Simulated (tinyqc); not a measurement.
Inside a calculation. Method: G0W0 on RHF in the sto-3g basis, for H2O, spin multiplicity 1. One step of it, computed by the program tinyqc.

Task: Iteration 8 (converged): orbitals. Diagonalise F' = X^T F X, C = X C', fill 5 alpha and 5 beta electrons from the bottom; D = 2 C_occ C_occ^T. Each column has its largest component positive (the first on a tie).

converged F (hartree):
```
             1O 1s      1O 2s     1O 2px     1O 2py     1O 2pz      2H 1s      3H 1s
1O 1s   -20.252017  -5.164791   0.000000   0.000000  -0.028173  -1.049788  -1.049788
1O 2s    -5.164791  -2.437165   0.000000   0.000000  -0.113967  -0.936549  -0.936549
1O 2px    0.000000   0.000000  -0.395033   0.000000   0.000000   0.000000   0.000000
1O 2py    0.000000   0.000000   0.000000  -0.277324   0.000000  -0.359739   0.359739
1O 2pz   -0.028173  -0.113967   0.000000   0.000000  -0.326058  -0.385238  -0.385238
2H 1s    -1.049788  -0.936549   0.000000  -0.359739  -0.385238  -0.518592  -0.376732
3H 1s    -1.049788  -0.936549   0.000000   0.359739  -0.385238  -0.376732  -0.518592
```

X:
```
                1          2          3         4          5          6         7
1O 1s   -0.316505   0.000000   0.747151  0.000000   0.623460   0.000000  0.148198
1O 2s    1.109965   0.000000  -0.321869  0.000000   0.331562   0.000000  0.410778
1O 2px   0.000000   0.000000   0.000000  1.000000   0.000000   0.000000  0.000000
1O 2py   0.000000   0.859114   0.000000  0.000000   0.000000   0.719125  0.000000
1O 2pz   0.572653   0.000000   0.654042  0.000000  -0.610292   0.000000  0.215187
2H 1s   -0.699425  -0.847603  -0.156701  0.000000  -0.127813   0.364446  0.380506
3H 1s   -0.699425   0.847603  -0.156701  0.000000  -0.127813  -0.364446  0.380506
```

Give: F' = X^T F X; orbital energies; coefficients C; D after iteration 8.

Result:

F' = X^T F X (hartree):
```
       1      2       3       4       5       6       7
1  0.076  0.000   1.783   0.000   1.319   0.000   0.208
2  0.000  0.639   0.000   0.000   0.000   0.130   0.000
3  1.783  0.000  -8.776   0.000  -8.952   0.000  -3.592
4  0.000  0.000   0.000  -0.395   0.000   0.000   0.000
5  1.319  0.000  -8.952   0.000  -9.985   0.000  -4.027
6  0.000  0.130   0.000   0.000   0.000  -0.558   0.000
7  0.208  0.000  -3.592   0.000  -4.027   0.000  -2.730
```

orbital energies (hartree): MO1 -20.261, MO2 -1.252, MO3 -0.572, MO4 -0.470, MO5 -0.395, MO6 0.568, MO7 0.653

coefficients C:
```
           MO1     MO2     MO3     MO4    MO5     MO6     MO7
1O 1s    0.994  -0.234   0.000   0.106  0.000  -0.120   0.000
1O 2s    0.025   0.852   0.000  -0.544  0.000   0.770   0.000
1O 2px   0.000   0.000   0.000   0.000  1.000   0.000   0.000
1O 2py   0.000   0.000   0.624   0.000  0.000   0.000   0.931
1O 2pz   0.004   0.120   0.000   0.733  0.000   0.789   0.000
2H 1s   -0.005   0.153   0.453   0.309  0.000  -0.745  -0.804
3H 1s   -0.005   0.153  -0.453   0.309  0.000  -0.745   0.804
```

D after iteration 8:
```
         1O 1s   1O 2s  1O 2px  1O 2py  1O 2pz   2H 1s   3H 1s
1O 1s    2.109  -0.464   0.000   0.000   0.107  -0.017  -0.017
1O 2s   -0.464   2.043   0.000   0.000  -0.593  -0.076  -0.076
1O 2px   0.000   0.000   2.000   0.000   0.000   0.000   0.000
1O 2py   0.000   0.000   0.000   0.778   0.000   0.564  -0.564
1O 2pz   0.107  -0.593   0.000   0.000   1.104   0.490   0.490
2H 1s   -0.017  -0.076   0.000   0.564   0.490   0.648  -0.171
3H 1s   -0.017  -0.076   0.000  -0.564   0.490  -0.171   0.648
```
